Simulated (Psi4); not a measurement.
# quartet SiNH4O at 3 levels

We compute a comparison of 3 runs (U-revPBE/6-311+G**, USVWN5/6-311+G**, UTPSS/6-311+G**) of quartet SiNH4O. 

The calculation is run with Psi4 1.11.

2 further runs of the same task are left out: 2 set aside as unsound or not needed. Runs told in other sessions of the task aren't counted.

## Step 1: The system as given

The species is SiNH4O (7 atoms), meant as a quartet with charge 0. As SMILES of the parent species, `N[SiH]O`. Geometry: relaxed at PBE0-D4/def2-TZVP. This is one conformer, not always the lowest. That shape belongs to the parent species and isn't relaxed for this state.

Bond lengths: N1–Si2 1.723 Å, Si2–O3 1.649 Å, N1–H4 1.008 Å, N1–H5 1.009 Å, Si2–H6 1.500 Å, O3–H7 0.961 Å. Angles: N1–Si2–O3 109.4°, N1–Si2–H6 104.3°, O3–Si2–H6 112.7°, Si2–N1–H4 120.5°, Si2–N1–H5 118.7°, Si2–O3–H7 115.8°, H4–N1–H5 110.8°.

## Step 2: Energy and forces at U-revPBE/6-311+G(d,p) (run 1)

File h4nosi.inp:

```
memory 2200 mb

molecule system {
  0 4
  N
  Si 1 R2
  O 2 R3 1 A3
  H 1 R4 2 A4 3 D4
  H 1 R5 4 A5 2 D5
  H 2 R6 3 A6 1 D6
  H 3 R7 2 A7 6 D7

  R2 = 1.722728
  R3 = 1.649459
  A3 = 109.41018
  R4 = 1.008413
  A4 = 120.53013
  D4 = -64.39333
  R5 = 1.008827
  A5 = 110.77865
  D5 = 145.09283
  R6 = 1.500098
  A6 = 112.71261
  D6 = 115.50188
  R7 = 0.961323
  A7 = 115.83471
  D7 = 79.12854
  symmetry c1
}

set basis 6-311+G**
set reference uks
set puream true
set e_convergence 1e-09
set d_convergence 1e-08
set scf_type pk
set dft_radial_points 99
set dft_spherical_points 590
set maxiter 100

result, w = gradient('revpbe', return_wfn=True)
oeprop(w, 'DIPOLE', 'QUADRUPOLE', 'MULLIKEN_CHARGES', title='REVPBE')
```

On the command line:

```bash
$ psi4 -n 1 h4nosi.inp h4nosi.out
```

h4nosi.out:

```text
[...]
  Running in c1 symmetry.
[...]
  Nuclear repulsion =  111.033663723902166
[...]
  Multiplicity = 4
[...]
  Nalpha       = 18
  Nbeta        = 15
[...]
    Number of basis functions: 98
[...]
   @UKS iter   1:  -421.03066906543387    3.06688e-01   1.19949e-02 DIIS/ADIIS
[...]
   @UKS iter  19:  -421.61003577590714   -2.09752e-11   6.70643e-09 DIIS
[...]
   @S^2 Observed:                3.753773892E+00
[...]
  @UKS Final Energy:  -421.61003577590714
   => Energetics <=
    Nuclear Repulsion Energy =            111.0336637239021655
    One-Electron Energy =                -800.0858211549467569
    Two-Electron Energy =                 305.1975975539898513
    DFT Exchange-Correlation Energy =     -37.7554758988523673
    Empirical Dispersion Energy =           0.0000000000000000
    VV10 Nonlocal Energy =                  0.0000000000000000
    Total Energy =                       -421.6100357759071358
  UHF NO Occupations:
  HONO-2 :   16  A 1.0000000
  HONO-1 :   17  A 1.0000000
[...]
  -Total Gradient:
     Atom            X                  Y                   Z
    ------   -----------------  -----------------  -----------------
       1        0.004606095016     0.003302957623     0.026433884328
       2       -0.011276209116    -0.015257581893    -0.060698330441
       3        0.001354574960     0.009727675274    -0.019119340111
       4       -0.029282194857     0.016363615395     0.018677230385
       5        0.026378992441    -0.027611592796     0.027297605341
       6        0.002540711872    -0.003123247838    -0.001630413651
       7        0.005683483984     0.016615636962     0.009026187666
[...]
 Multipole Moments:
 ------------------------------------------------------------------------------------
     Multipole            Electronic (a.u.)      Nuclear  (a.u.)        Total (a.u.)
 ------------------------------------------------------------------------------------
 L = 1.  Multiply by 2.5417464519 to convert [e a0] to [Debye]
 Dipole X            :          0.9868712           -1.2071784           -0.2203072
 Dipole Y            :         -0.4033661            0.6099995            0.2066335
 Dipole Z            :          2.5901102           -2.5995815           -0.0094713
 Magnitude           :                                                    0.3021959
 L = 2.  Multiply by 1.3450342976 to convert [e a0^2] to [Debye ang]
 Quadrupole XX       :        -35.5289048            9.1091394          -26.4197654
 Quadrupole XY       :          4.2013596           -3.5267906            0.6745690
[...]
```

Wall time 30 s (1 thread of Intel Xeon 6975P-C (Granite Rapids), shared host); peak memory 0.85 GiB.

## Step 3: The energy at USVWN5/6-311+G(d,p) (run 2)

File input.inp:

```
memory 2200 mb

molecule {
  0 4
  N     -0.694900     0.548300    -0.575200
  Si     0.293100     0.159000     0.781300
  O      1.622900    -0.672400     0.270300
  H     -0.355900     1.168100    -1.294800
  H     -1.685800     0.673200    -0.432900
  H     -0.599100    -0.661900     1.664700
  H      1.480900    -1.282400    -0.459000
  symmetry c1
  no_reorient
  no_com
}

set basis 6-311+G**
set reference uks
set puream true
set e_convergence 1e-09
set d_convergence 1e-08
set scf_type pk
set dft_radial_points 99
set dft_spherical_points 590
set maxiter 100

E, wfn = energy("scf", dft_functional={"name": "SVWN5", "x_functionals": {"LDA_X": {}}, "c_functionals": {"LDA_C_VWN": {}}}, return_wfn=True)
oeprop(wfn, "WIBERG_LOWDIN_INDICES", "LOWDIN_CHARGES", "MULLIKEN_CHARGES")
```

On the command line:

```bash
$ psi4 -n 1 input.inp input.out
```

input.out:

```text
[...]
  Running in c1 symmetry.
[...]
  Nuclear repulsion =  111.033668793337768
[...]
  Multiplicity = 4
[...]
  Nalpha       = 18
  Nbeta        = 15
[...]
    Number of basis functions: 98
[...]
   @UKS iter   1:  -418.91059422485949    4.13803e-01   1.26182e-02 DIIS/ADIIS
[...]
   @UKS iter  18:  -419.55258706438269   -7.95808e-13   7.26639e-09 DIIS
[...]
   @S^2 Observed:                3.752063763E+00
[...]
  @UKS Final Energy:  -419.55258706438269
   => Energetics <=
    Nuclear Repulsion Energy =            111.0336687933377675
    One-Electron Energy =                -799.9619776140560816
    Two-Electron Energy =                 304.9604315541510005
    DFT Exchange-Correlation Energy =     -35.5847097978154210
    Empirical Dispersion Energy =           0.0000000000000000
    VV10 Nonlocal Energy =                  0.0000000000000000
    Total Energy =                       -419.5525870643826920
  UHF NO Occupations:
  HONO-2 :   16  A 1.0000000
  HONO-1 :   17  A 1.0000000
[...]
 Multipole Moments:
 ------------------------------------------------------------------------------------
     Multipole            Electronic (a.u.)      Nuclear  (a.u.)        Total (a.u.)
 ------------------------------------------------------------------------------------
 L = 1.  Multiply by 2.5417464519 to convert [e a0] to [Debye]
 Dipole X            :        -21.2224909           20.9049063           -0.3175846
 Dipole Y            :         -1.0982548            1.0996316            0.0013769
 Dipole Z            :        -15.9379545           16.1613158            0.2233613
 Magnitude           :                                                    0.3882681
[...]
  Mulliken Charges: (a.u.)
   Center  Symbol    Alpha    Beta     Spin     Total
       1     N     3.50534  3.32419  0.18114  0.17047
       2    SI     8.54875  6.20894  2.33981 -0.75769
       3     O     4.00491  4.06580 -0.06089 -0.07071
       4     H     0.45214  0.32538  0.12676  0.22249
       5     H     0.46104  0.32772  0.13333  0.21124
       6     H     0.56602  0.41849  0.14753  0.01549
       7     H     0.46180  0.32949  0.13232  0.20871
   Total alpha = 18.00000, Total beta = 15.00000, Total charge =  0.00000
  Lowdin Charges: (a.u.)
[...]
```

Run time: 16 s. Hardware: 1 thread of Intel Xeon 6975P-C (Granite Rapids), shared host; peak memory 0.63 GiB.

## Step 4: The energy at UTPSS/6-311+G(d,p) (run 3)

File job.json:

```json
{
 "schema_name": "qcschema_input",
 "schema_version": 1,
 "molecule": {
  "schema_name": "qcschema_molecule",
  "schema_version": 2,
  "symbols": ["N", "Si", "O", "H", "H", "H", "H"],
  "geometry": [-1.31317068, 1.03613683, -1.08697047, 0.55387873, 0.30046645, 1.47644302, 3.06683653, -1.27065185, 0.51079297, -0.67255353, 2.20738909, -2.44681739, -3.1857003, 1.27216363, -0.81806244, -1.13213492, -1.25080972, 3.14582708, 2.79849542, -2.42338478, -0.86738429],
  "molecular_charge": 0,
  "molecular_multiplicity": 4,
  "fix_symmetry": "c1"
 },
 "driver": "energy",
 "model": {
  "method": "tpss",
  "basis": "6-311+G**"
 },
 "keywords": {
  "reference": "uks",
  "puream": true,
  "e_convergence": 1e-09,
  "d_convergence": 1e-08,
  "scf_type": "pk",
  "dft_radial_points": 99,
  "dft_spherical_points": 590,
  "maxiter": 100,
  "scf_properties": ["MULLIKEN_CHARGES", "QUADRUPOLE", "LOWDIN_CHARGES"]
 }
}
```

On the command line:

```bash
$ psi4 --qcschema job.json -n 1 --memory 2200MB
```

stdout:

```text
[...]
  Running in c1 symmetry.
[...]
  Nuclear repulsion =  111.033668838006434
[...]
  Multiplicity = 4
[...]
  Nalpha       = 18
  Nbeta        = 15
[...]
    Number of basis functions: 98
[...]
   @UKS iter   1:  -421.17227651368688    2.79062e-01   1.19622e-02 ADIIS/DIIS
[...]
   @UKS iter  20:  -421.74664685817697   -1.13687e-12   9.19536e-09 DIIS
[...]
   @S^2 Observed:                3.754787184E+00
[...]
  @UKS Final Energy:  -421.74664685817697
   => Energetics <=
    Nuclear Repulsion Energy =            111.0336688380064345
    One-Electron Energy =                -800.1307131408244686
    Two-Electron Energy =                 305.2613027343711565
    DFT Exchange-Correlation Energy =     -37.9109052897300955
    Empirical Dispersion Energy =           0.0000000000000000
    VV10 Nonlocal Energy =                  0.0000000000000000
    Total Energy =                       -421.7466468581769732
  UHF NO Occupations:
  HONO-2 :   16  A 1.0000000
  HONO-1 :   17  A 1.0000000
[...]
 Multipole Moments:
 ------------------------------------------------------------------------------------
     Multipole            Electronic (a.u.)      Nuclear  (a.u.)        Total (a.u.)
 ------------------------------------------------------------------------------------
 L = 1.  Multiply by 2.5417464519 to convert [e a0] to [Debye]
 Dipole X            :          2.2870260           -2.4866306           -0.1996046
 Dipole Y            :         -0.0429215           -0.1750497           -0.2179713
 Dipole Z            :          1.6189762           -1.5405283            0.0784479
 Magnitude           :                                                    0.3057901
 L = 2.  Multiply by 1.3450342976 to convert [e a0^2] to [Debye ang]
 Quadrupole XX       :       -124.0199550           98.2685664          -25.7513886
 Quadrupole XY       :         48.5651185          -49.9559876           -1.3908691
[...]
  Mulliken Charges: (a.u.)
   Center  Symbol    Alpha    Beta     Spin     Total
       1     N     3.48956  3.17479  0.31477  0.33565
       2    SI     8.54203  6.21255  2.32948 -0.75458
       3     O     4.00825  4.13505 -0.12681 -0.14330
       4     H     0.48298  0.33636  0.14662  0.18065
       5     H     0.49441  0.33598  0.15842  0.16961
       6     H     0.56625  0.46112  0.10513 -0.02738
       7     H     0.41652  0.34413  0.07239  0.23935
   Total alpha = 18.00000, Total beta = 15.00000, Total charge =  0.00000
  Lowdin Charges: (a.u.)
[...]
```

The result, in JSON:

```text
{
 "driver": "energy",
 "model": {
  "method": "tpss",
  "basis": "6-311+G**"
 },
 "success": true,
 "return_result": -421.746646858177,
 "properties": {
  "calcinfo_nbasis": 98,
  "calcinfo_nmo": 98,
  "calcinfo_nalpha": 18,
  "calcinfo_nbeta": 15,
  "calcinfo_natom": 7,
  "nuclear_repulsion_energy": 111.03366883800643,
  "return_energy": -421.746646858177,
  "scf_one_electron_energy": -800.1307131408245,
  "scf_two_electron_energy": 305.26130273437116,
  "scf_xc_energy": -37.910905289730096,
  "scf_dipole_moment": [-0.19960464335958017, -0.2179712736091246, 0.07844785350284544],
  "scf_total_energy": -421.746646858177,
  "scf_iterations": 20
 }
}
```

It took 68 s on 1 thread of Intel Xeon 6975P-C (Granite Rapids), shared host; peak memory 1.1 GiB.

## Step 5: All runs side by side

```
run               level      task  energy (Eh)  dipole moment (D)  HOMO energy (eV)   ⟨S²⟩  wall time
  1  U-revPBE/6-311+G**  gradient  -421.610036               0.77             -2.03  3.754       30 s
  2    USVWN5/6-311+G**    energy  -419.552587               0.99             -2.19  3.752       16 s
  3     UTPSS/6-311+G**    energy  -421.746647               0.78             -2.02  3.755       68 s
```

## Step 6: Summary of results

| quantity | value |
| --- | --- |
| run 3: total energy | -421.74665 Eh |
| run 3: dipole moment | 0.78 D |
| run 3: HOMO energy (highest over α and β) | -2.02 eV |
| run 3: ⟨S²⟩ | 3.755 |

The dipole moment (its size) runs from 0.77 D (U-revPBE/6-311+G**) to 0.99 D (USVWN5/6-311+G**). Totals of different functionals can't be ranked against each other. All runs together took 1.9 min, the longest 68 s.
